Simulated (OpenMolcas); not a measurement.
**How basis sets differ on NH (imidogen)**

The species is NH (2 atoms), meant as a triplet with charge 0. SMILES: `[NH]`. Geometry: the measured bond length.

```xyz
2

N     0.0000    0.0000    0.0000
H     0.0000    0.0000    1.0362
```

Quantity: the dipole moment, in D. The values are calculated.

| level | kind | program | value (D) |
| --- | --- | --- | --- |
| USlater/cc-pVDZ | LDA | OpenMolcas | 1.49 |
| USlater/aug-cc-pVDZ | LDA | OpenMolcas | 1.51 |
| USlater/cc-pVTZ | LDA | OpenMolcas | 1.54 |
| USlater/aug-cc-pVTZ | LDA | OpenMolcas | 1.52 |
| USlater/cc-pVQZ | LDA | OpenMolcas | 1.54 |
| USlater/aug-cc-pVQZ | LDA | OpenMolcas | 1.52 |

The values span 1.49 to 1.54 D.
